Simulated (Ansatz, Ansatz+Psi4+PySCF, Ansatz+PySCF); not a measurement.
```xyz
2

N     0.0000    0.0000    0.1299
H     0.0000    0.0000   -1.9489
```

Basis set: cc-pVTZ (spherical functions). Correlated methods keep 1 orbital frozen. Correlation on ROHF uses semicanonical orbitals with singles. Charge 0, multiplicity 3.

Computed with Ansatz (development build ahead of 0.2.0); each method stands on the lowest determinant of its kind that the runs found.

(1) Give the atomization energy at this shape (free ground-state atoms in the same class of orbitals less the molecule, no zero-point energy) of triplet NH by ROHF-CCSD(T), UHF-CCSD(T), UHF-MP2, ROHF-MP2, ROHF, UHF.

Answers

(1)

| method | atomization energy |
| --- | --- |
| ROHF-CCSD(T) | 0.30 eV |
| UHF-CCSD(T) | 0.27 eV |
| UHF-MP2 | 0.11 eV |
| ROHF-MP2 | -0.99 eV |
| ROHF | -2.96 eV |
| UHF | -0.01 eV |

Caution: the shape is not the minimum. Caution for ROHF-CCSD(T), ROHF-MP2, ROHF: an unrestricted determinant lies well below. Caution for ROHF-CCSD(T), ROHF-MP2: large amplitudes, a single reference is doubtful. Caution for ROHF-CCSD(T): the amplitudes may be one of several solutions. Caution for UHF-CCSD(T), UHF-MP2, UHF: the determinant may break the point group; the unrestricted determinant is a mixture of spin states. Caution for ROHF: the molecule lies well above its atoms at this level.
